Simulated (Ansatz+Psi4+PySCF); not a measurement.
**doublet BH₃(+): levels of theory in one basis**

```json
{"atom": "B", "x (Å)": "0.3000", "y (Å)": "0.3000", "z (Å)": "0.3000"}
{"atom": "H", "x (Å)": "-0.4024", "y (Å)": "-0.3910", "z (Å)": "0.9673"}
{"atom": "H", "x (Å)": "0.3399", "y (Å)": "0.1453", "z (Å)": "-0.8792"}
{"atom": "H", "x (Å)": "0.9625", "y (Å)": "1.1457", "z (Å)": "0.8119"}
```

Basis set: cc-pVTZ (spherical functions). Correlated methods keep 1 orbital frozen. Correlation on ROHF uses semicanonical orbitals with singles. Charge 1, multiplicity 2.

Computed with Ansatz (development build ahead of 0.2.0); the reference of a correlated method needn't be the lowest determinant of its kind.

```csv
method,E − E(ROHF) (eV),<S²> of the determinant
ROHF,0.00,0.75
UHF,-0.13,0.77
ROHF-MP2,-2.36,–
UHF-MP2,-2.38,0.77
```

What does UHF-CCSD give on the same scale?

-2.96 eV.

Is a single determinant a sound starting point here?

Only with care. Unrestricted orbitals gain 0.13 eV and <S²> is 0.77 against 0.75 for a pure state, but several determinants compete.

Caution for ROHF, UHF, ROHF-MP2, UHF-MP2: the determinant breaks the point group. Caution for ROHF-MP2, UHF-MP2: MP2 on this radical cation hangs on the determinant chosen. Caution for UHF-CCSD: the determinant is a saddle point.
